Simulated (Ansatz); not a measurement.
**SiH5 (doublet): the correlation ladder at distance Si1–H5 along a hydrogen transfer = 1.656 Å, 6-31G**

How much of the correlation energy of SiH5 (doublet) does each wave-function method recover here?

Program: Ansatz 0.2.0, Gaussian basis. Level of theory: 6-31G, core rule «outside noble gas», up to 5 orbitals frozen. These are calculated values, not measurements.

The runs, in order: UHF; CCSD(T) on ROHF; CCSD(T) on UHF; BCCD(T) on ROHF; CISD; CCSDT(Q) on ROHF; CCSDT(Q) on UHF; CCSDTQ on ROHF; CASSCF and MRCISD+Q, 3 electrons in 3 orbitals; CASSCF and NEVPT2, 3 electrons in 3 orbitals; CASSCF and MRCISD+Q, 9 electrons in 9 orbitals; CASSCF and NEVPT2, 9 electrons in 9 orbitals; Full CI.

11 further runs of the same task are left out: 1 for a mislabelled method, 8 that didn't finish, 2 set aside as unsound or not needed.

### 1 The geometry

The geometry derives from fragments relaxed apart (PBE0/def2-TZVP) and kept rigid, so it is no stationary point. A hydrogen atom is moved between rigid fragments.

6 atoms, charge 0, spin multiplicity 2.

Atoms are counted from 1 here; the program's logs count them from 0.

Bond lengths: Si1–H2 1.485 Å, Si1–H3 1.485 Å, Si1–H4 1.485 Å, Si1–H5 1.656 Å. Angles: H2–Si1–H3 109.5°, H2–Si1–H4 109.5°, H2–Si1–H5 109.5°, H3–Si1–H4 109.5°, H3–Si1–H5 109.5°, H4–Si1–H5 109.5°.

### 2 UHF

The input, in.yaml:

```yaml
crystal:
  periodic: [false, false, false]
  atoms:
    - {symbol: Si, position_ang: [-0.082198, 0.000000, 0.000000]}
    - {symbol: H, position_ang: [-0.577070, 1.399708, 0.000000]}
    - {symbol: H, position_ang: [-0.577070, -0.699854, 1.212183]}
    - {symbol: H, position_ang: [-0.577070, -0.699854, -1.212183]}
    - {symbol: H, position_ang: [1.573802, 0.000000, 0.000000]}
    - {symbol: H, position_ang: [2.447802, 0.000000, 0.000000]}
basis:
  gaussian: {orbitals: 6-31G}
magnetization: {spin_polarized: true, initial_magnetization: 1}
hamiltonian: {xc: hf}
output: {orbitals: {seedname: orbitals}}
```

On the command line:

```sh
$ ansatz run in.yaml --threads 1 --pin off --events-out ev --progress --plain --max-ram 2393MiB
```

After this run come: CCSD(T) on ROHF; CCSD(T) on UHF; BCCD(T) on ROHF; CISD; CCSDT(Q) on ROHF; CCSDT(Q) on UHF; CCSDTQ on ROHF; CASSCF and MRCISD+Q, 3 electrons in 3 orbitals; CASSCF and NEVPT2, 3 electrons in 3 orbitals; CASSCF and MRCISD+Q, 9 electrons in 9 orbitals; CASSCF and NEVPT2, 9 electrons in 9 orbitals; Full CI.

Q: Predict the results of all the runs planned. Wanted: FCI below the RHF energy; RMP2 from FCI; UMP2 from FCI; RCCSD from FCI; RCCSD(T) from FCI; UCCSD(T) from FCI; RCCSDT(Q) from FCI; UCCSDT(Q) from FCI; NEVPT2 pair from FCI.

**Answer**, as computed:

| quantity | value |
| --- | --- |
| FCI below the RHF energy | -2.7764 eV |
| RMP2 from FCI | +18.14 kcal/mol |
| UMP2 from FCI | +17.96 kcal/mol |
| RCCSD from FCI | +0.94 kcal/mol |
| RCCSD(T) from FCI | +0.27 kcal/mol |
| UCCSD(T) from FCI | +0.28 kcal/mol |
| RCCSDT(Q) from FCI | +0.01 kcal/mol |
| UCCSDT(Q) from FCI | +0.01 kcal/mol |
| NEVPT2 pair from FCI | +14.41 kcal/mol |
| NEVPT2 valence from FCI | +4.98 kcal/mol |
| MRCISD+Q valence from FCI | +0.30 kcal/mol |
| levels within 1 kcal/mol (43 meV) | RCCSD, UCCSD, RCCSD(T), UCCSD(T), BCCD(T), RCCSDT, UCCSDT, RCCSDT(Q), UCCSDT(Q), RCCSDTQ, MRCISD valence, MRCISD+Q valence |
| T1 diagnostic | 0.020 |
| effectively unpaired electrons | 1.03 |

RCCSD(T) misses by +0.27 kcal/mol, 0.4 % of the correlation energy. One determinant dominates. Of the multireference levels listed MRCISD+Q valence comes nearest in total energy (+0.30 kcal/mol), which doesn't show that its space is the better one. These misses are within one basis, not against nature; the frozen cores of restricted and unrestricted runs differ, which can shift their rows.
